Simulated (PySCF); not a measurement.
**From one method to the next for B2 (triplet)**

Aim: see what other levels and later steps give for B2 (triplet).

The runs use PySCF 2.14.0; method and basis as typed in the scripts.

3 further runs of the same task are left out: 3 that didn't finish.

**1. Starting geometry**

B2 (triplet): 2 atoms, charge 0, spin multiplicity 3.

Bond lengths: B1–B2 1.630 Å.

**2. The base run**

input.py reads:

```python
from pyscf import gto, dft
from pyscf.geomopt.geometric_solver import optimize

mol = gto.M(
    atom='B 0 0 0; B 0 0 1.63',
    basis='lanl2dz',
    charge=0,
    spin=2,
    verbose=3,
)
mf = dft.UKS(mol, xc='m06l')
mf.kernel()
g = mf.nuc_grad_method()
g.grid_response = True
mol_eq = optimize(g.as_scanner(), maxsteps=30)
print('optimised geometry (angstrom)')
print(mol_eq.tostring('raw'))
print('orbital energies (hartree):', [e[max(0, n-3):n+3].round(4) for e, n in zip(mf.mo_energy, mol.nelec)])
```

Launch:

```sh
$ python input.py
```

**3. B3lyp**

Run 1 changes functional: m06l → b3lyp.

input.py, as its differences from that of step 2:

```diff
@@ -10,3 +10,3 @@
 )
-mf = dft.UKS(mol, xc='m06l')
+mf = dft.UKS(mol, xc='b3lyp')
 mf.kernel()
```

**4. ROKS**

Run 2 changes SCF type: UKS → ROKS.

input.py, as its differences from that of step 2:

```diff
@@ -10,3 +10,3 @@
 )
-mf = dft.UKS(mol, xc='m06l')
+mf = dft.ROKS(mol, xc='m06l')
 mf.kernel()
@@ -17,2 +17,2 @@
 print(mol_eq.tostring('raw'))
-print('orbital energies (hartree):', [e[max(0, n-3):n+3].round(4) for e, n in zip(mf.mo_energy, mol.nelec)])
+print('orbital energies (hartree):', mf.mo_energy[..., max(0, mol.nelec[1]-3):mol.nelec[0]+3].round(4))
```

**5. MP2 (UHF)**

Run 3 changes step after the SCF: optimize → mp2; SCF type: UKS → UHF; functional: m06l → none (Hartree–Fock).

input.py reads:

```python
from pyscf import gto, scf, mp

mol = gto.M(
    atom='B 0 0 0; B 0 0 1.63',
    basis='lanl2dz',
    charge=0,
    spin=2,
    verbose=3,
)
mf = scf.UHF(mol)
mf.kernel()
mp.MP2(mf).kernel()
mf.dip_moment()
print('orbital energies (hartree):', [e[max(0, n-3):n+3].round(4) for e, n in zip(mf.mo_energy, mol.nelec)])
```

**6. Polarisability**

Run 4 changes step after the SCF: optimize → polarizability.

input.py reads:

```python
from pyscf import gto, dft
from pyscf.prop.polarizability import uhf as pol

mol = gto.M(
    atom='B 0 0 0; B 0 0 1.63',
    basis='lanl2dz',
    charge=0,
    spin=2,
    verbose=3,
)
mf = dft.UKS(mol, xc='m06l')
mf.kernel()
print('polarizability (a.u.)')
print(pol.Polarizability(mf).polarizability().round(4))
mf.dip_moment()
print('orbital energies (hartree):', [e[max(0, n-3):n+3].round(4) for e, n in zip(mf.mo_energy, mol.nelec)])
```

**7. Camb3lyp**

Run 5 changes functional: m06l → camb3lyp.

input.py, as its differences from that of step 2:

```diff
@@ -10,3 +10,3 @@
 )
-mf = dft.UKS(mol, xc='m06l')
+mf = dft.UKS(mol, xc='camb3lyp')
 mf.kernel()
```

What does the calculation give? Wanted: for each run, E(SCF); from base; gap, α spin; after the SCF.

**Answer**, as computed:

```
           run  E(SCF) (hartree)  from base (eV)  gap, α spin (eV)              after the SCF
          base        -49.396696               0              0.97    bond 1.644 Å, -0.002 eV
         b3lyp        -49.404761  not comparable              2.16    bond 1.655 Å, -0.006 eV
          ROKS        -49.395530         +0.0317               n/a    bond 1.647 Å, -0.003 eV
     MP2 (UHF)        -49.068293  not comparable              8.36  MP2 correlation -3.020 eV
polarisability        -49.396696          0.0000              0.97          mean α 41.1 bohr³
      camb3lyp        -49.345331  not comparable              4.91    bond 1.651 Å, -0.004 eV
```

SCF columns refer to the geometry typed in the script.

In words: The α-spin gap between the frontier levels is 1.0 eV with m06l (0 % exact exchange) and 2.2 eV with b3lyp (20 %): exact exchange opens it. Total energies of different functionals can't be compared with each other; differences within one functional can.
